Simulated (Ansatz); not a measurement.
**A cut through the energy surface**

CH4ClSi (SMILES [SiH2+]CCl) (charge +1), closed shell, at its PBE0-D4/def2-TZVP minimum:

Si1  (-0.747, 0.298, -0.641)
C2  (0.615, -0.104, 0.516)
Cl3  (0.731, -1.840, 0.762)
H4  (-1.583, -0.774, -1.206)
H5  (-1.019, 1.700, -1.018)
H6  (0.446, 0.419, 1.469)
H7  (1.557, 0.301, 0.119)
(Å)

The bond length Si1–C2 (1.831 Å at the minimum) is set to the values below, the two halves moving rigidly along the bond. Each method's energies count from its own value at the PBE0-D4 minimum structure. Computed with Ansatz 0.2.0 (basis: def2-TZVPP); correlated methods freeze the cores. B3LYP uses VWN-RPA correlation.

```json
{"bond length (Å)": "1.502", "CCSD(T) (kJ/mol)": "195.5", "HF (kJ/mol)": "204.2", "B3LYP-D4 (kJ/mol)": "188.2", "r2SCAN-D4 (kJ/mol)": "184.1"}
{"bond length (Å)": "1.579", "CCSD(T) (kJ/mol)": "?", "HF (kJ/mol)": "106.4", "B3LYP-D4 (kJ/mol)": "96.6", "r2SCAN-D4 (kJ/mol)": "93.5"}
{"bond length (Å)": "1.692", "CCSD(T) (kJ/mol)": "?", "HF (kJ/mol)": "28.6", "B3LYP-D4 (kJ/mol)": "25.0", "r2SCAN-D4 (kJ/mol)": "23.2"}
{"bond length (Å)": "1.824", "CCSD(T) (kJ/mol)": "0.2", "HF (kJ/mol)": "0.2", "B3LYP-D4 (kJ/mol)": "0.1", "r2SCAN-D4 (kJ/mol)": "0.1"}
{"bond length (Å)": "1.970", "CCSD(T) (kJ/mol)": "12.7", "HF (kJ/mol)": "12.8", "B3LYP-D4 (kJ/mol)": "12.6", "r2SCAN-D4 (kJ/mol)": "14.3"}
{"bond length (Å)": "2.128", "CCSD(T) (kJ/mol)": "?", "HF (kJ/mol)": "51.9", "B3LYP-D4 (kJ/mol)": "47.5", "r2SCAN-D4 (kJ/mol)": "51.1"}
{"bond length (Å)": "2.296", "CCSD(T) (kJ/mol)": "97.7", "HF (kJ/mol)": "104.7", "B3LYP-D4 (kJ/mol)": "92.0", "r2SCAN-D4 (kJ/mol)": "97.6"}
{"bond length (Å)": "2.472", "CCSD(T) (kJ/mol)": "148.3", "HF (kJ/mol)": "161.8", "B3LYP-D4 (kJ/mol)": "138.4", "r2SCAN-D4 (kJ/mol)": "145.4"}
{"bond length (Å)": "2.656", "CCSD(T) (kJ/mol)": "196.4", "HF (kJ/mol)": "217.9", "B3LYP-D4 (kJ/mol)": "182.9", "r2SCAN-D4 (kJ/mol)": "190.5"}
```

Fill in the withheld CCSD(T) values. (Judge from chemistry; the value comes from the calculation.)

By the calculation: 101.1 kJ/mol at 1.579 Å; 26.6 kJ/mol at 1.692 Å; 49.5 kJ/mol at 2.128 Å. These count from the CCSD(T) energy at the PBE0-D4 minimum.

Minimum and curvature along this coordinate at CCSD(T): A fifth-order fit through the nearest points gives 1.840 Å, with a curvature of about 19 eV/Å².

Treat the two halves as rigid bodies and work out the harmonic wavenumber of this stretch from that curvature (ν̃ = 521.5 √(k/μ) cm⁻¹ with k in eV/Å² and μ in u).

The halves weigh 30.10 and 49.48 u, so μ = 30.10 × 49.48/79.58 = 18.715 u and ν̃ = 521.5 √(19/18.715) ≈ 530 cm⁻¹. A true normal mode mixes in other motions, so this is a guide only.

Largest difference from the CCSD(T) curve over the scan: PBE-D4 22.9; PBE0-D4 10.4; wB97M-V 13.1; MP2 18.8 kJ/mol. Each curve counts from its own value at the minimum.

The T1 diagnostic stays at or below 0.017. The restricted Hartree–Fock reference is unstable towards an unrestricted one here.

For scale, one of the runs: CCSD(T)/def2-TZVPP, 171 basis functions (an equivalent command: `ansatz run in.yaml --threads 2`). The run took 22 s on 2 CPU threads (shared host), with 1.3 GiB of host memory at its peak.
